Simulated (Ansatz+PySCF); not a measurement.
The numbers below are computed, except where a source is named.
## Several solutions for singlet CH₃NO

```yaml
atoms:
  - { symbol: C, position_ang: [0.0000, -0.4117, -0.0523] }
  - { symbol: O, position_ang: [0.0000, -0.3905, 1.1538] }
  - { symbol: N, position_ang: [0.0000, 0.6799, -0.8543] }
  - { symbol: H, position_ang: [0.0000, -1.3629, -0.6417] }
  - { symbol: H, position_ang: [0.0000, 0.5969, -1.8606] }
  - { symbol: H, position_ang: [0.0000, 1.6013, -0.4339] }
```

Basis set: def2-SVP (spherical functions). Charge 0, multiplicity 1.

CASSCF(4,3) was run from several starts with Ansatz (development build ahead of 0.2.0) and PySCF 2.14.0. The starts are those of the Hartree–Fock orbitals from which the active space was taken at the frontier.

```
run  program                        start  converged  energy (hartree)  <S²>
  A    PySCF             program defaults        yes        -168.81929  0.00
  B   Ansatz  search for the lowest state        yes        -168.83409  0.00
  C   Ansatz      atomic start, no search        yes        -168.83409  0.00
  D   Ansatz      stability test followed        yes        -168.83409  0.00
```

Question: Which runs reached the lowest solution of this kind, and what is wrong with the others?

Answer: B, C, D reached the lowest solution found. Converged but too high: A by 0.40 eV. Convergence only shows a stationary point; in CASSCF the end hangs on which orbitals enter the active space. Caution: other starts end on other solutions of this active space.
